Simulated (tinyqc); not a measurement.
Worked calculation: Hueckel theory of the pi electrons, for the molecule Clc1c[cH+]1 (SMILES; centres numbered as the heavy atoms are written). One step of it, computed by the program tinyqc.

Question. Orbitals. Diagonalise; E = alpha + x beta with beta < 0, so the largest x are filled first; degenerate levels share their electrons. P = sum n_i c_ri c_si; each orbital has its largest coefficient positive (the first on a tie).

Hueckel matrix in units of beta (H = alpha + beta A), lower triangle:
```
,1Cl,2C,3C,4C
1Cl,2.000000
2C,0.400000,0.000000
3C,0.000000,1.000000,0.000000
4C,0.000000,1.000000,1.000000,0.000000
```

pi electrons, sum of z_r less the charge = 4

Give: x values; occupations; coefficients; charge and bond-order matrix P.

Answer.

x values: 2.2479  1.7874  -1.0000  -1.0353

occupations: 2.0000  2.0000  0.0000  0.0000

coefficients:
```
,MO1,MO2,MO3,MO4
1Cl,0.7298,0.6752,0.0000,-0.1076
2C,0.4524,-0.3588,0.0000,0.8165
3C,0.3625,-0.4557,0.7071,-0.4011
4C,0.3625,-0.4557,-0.7071,-0.4011
```

charge and bond-order matrix P, lower triangle:
```
,1Cl,2C,3C,4C
1Cl,1.9768
2C,0.1757,0.6668
3C,-0.0863,0.6550,0.6782
4C,-0.0863,0.6550,0.6782,0.6782
```
